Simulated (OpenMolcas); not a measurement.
## A ladder of methods for CHFO (formyl fluoride)

CHFO has 4 atoms, charge 0, and is taken as a singlet. SMILES: `O=CF`. The shape is that of a PBE0-D4/def2-TZVP optimisation.

Quantity: the dipole moment, in D. The values are calculated.

**What was measured.** NIST CCCBDB gives the dipole moment of the gas as 2.02 D.

| level | kind | program | value (D) | computed − measured | CPU time |
| --- | --- | --- | --- | --- | --- |
| BLYP/def2-TZVPP | GGA | OpenMolcas | 1.97 | -0.05 | 35 s |
| revPBE/def2-TZVPP | GGA | OpenMolcas | 1.93 | -0.09 | 34 s |
| M06-L/def2-TZVPP | meta-GGA | OpenMolcas | 1.92 | -0.10 | 46 s |
| TPSS/def2-TZVPP | meta-GGA | OpenMolcas | 1.99 | -0.03 | 46 s |
| r2SCAN/def2-TZVPP | meta-GGA | OpenMolcas | 2.04 | +0.02 | 46 s |
| B3LYP/def2-TZVPP | global hybrid | OpenMolcas | 2.09 | +0.07 | 32 s |
| M06-2X/def2-TZVPP | hybrid meta-GGA | OpenMolcas | 2.15 | +0.13 | 42 s |
| PBE0/def2-TZVPP | global hybrid | OpenMolcas | 2.09 | +0.07 | 32 s |

Nearest: r2SCAN/def2-TZVPP (+0.02 D); farthest: M06-2X/def2-TZVPP (+0.13 D). The measured dipole is a vibrational average, so differences of a few hundredths of a debye mean little. Computed less measured by kind, in D (def2-TZVPP rows): GGA -0.09 to -0.05; meta-GGA -0.10 to +0.02; global hybrid +0.07 to +0.13. Times are those of the runs behind each value, whatever else they computed, on shared processors of several kinds: orders of magnitude only.
